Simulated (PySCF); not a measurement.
# One molecule, many functionals

Species: PN.
Numbering: `[N:1]#[P:2]`

Linear-response calculations in the def2-SVPD basis (PySCF; singlets by full response, triplets Tamm–Dancoff, core orbitals frozen in the response; HF means time-dependent Hartree–Fock). 'Strongest' is the level of largest summed f among the singlets computed (10 roots, of which the last may lack a degenerate partner); it can jump between rows when another state enters that window. S1 is the lowest singlet of each run and needn't be the same state throughout; f(S1) is that of one state. Geometry: PBE0-D3(BJ)/def2-SVP; no solvent, vibrations or thermal averaging.

| functional | kind | S1 (eV) | f(S1) | strongest (eV) | T1 (eV) | HOMO (eV) | gap (eV) | ionisation energy, ΔSCF (eV) |
| --- | --- | --- | --- | --- | --- | --- | --- | --- |
| LDA | LDA | 4.98 | 0.002 | 9.07 | 3.99 | -7.79 | 4.40 | 11.99 |
| PBE | GGA | 5.00 | 0.002 | 8.99 | 3.78 | -7.69 | 4.46 | 11.77 |
| B3LYP | global hybrid, 20% exact exchange | 4.80 | 0.000 | 9.03 | 3.58 | -9.00 | 6.51 | 11.89 |
| PBE0 | global hybrid, 25% exact exchange | 4.80 | 0.000 | 9.19 | 3.50 | -9.29 | 6.99 | 11.83 |
| BHandHLYP | global hybrid, 50% exact exchange | 4.39 | 0.000 | 8.15 | 3.25 | -10.49 | 9.27 | 11.72 |
| CAM-B3LYP | range-separated hybrid | 4.66 | 0.000 | 9.66 | 3.50 | -10.72 | 9.65 | 11.92 |
| LC-wPBE | range-separated hybrid | 4.66 | 0.000 | 10.14 | 3.43 | -12.13 | 12.19 | 11.96 |
| HF | Hartree–Fock | 3.48 | 0.000 | 8.28 | 2.45 | -12.08 | 13.43 | not settled |

Problem. What does wB97X-D (range-separated hybrid) give?

Solution. S1 (eV) 4.73, f(S1) 0.000, strongest (eV) 9.86, T1 (eV) 3.62, HOMO (eV) -11.28, gap (eV) 10.77, ionisation energy, ΔSCF (eV) 11.94. S1 runs from 3.48 eV (HF) to 5.00 eV (PBE), a spread of 1.52 eV, while the orbital gap spreads over 9.0 eV. −ε(HOMO) comes closest to its own ΔSCF ionisation energy with LC-wPBE (+0.17 eV) and misses most with LDA (-4.20 eV). 'Not settled' means that the ion's SCF failed to converge or may have ended in another state than the lowest.
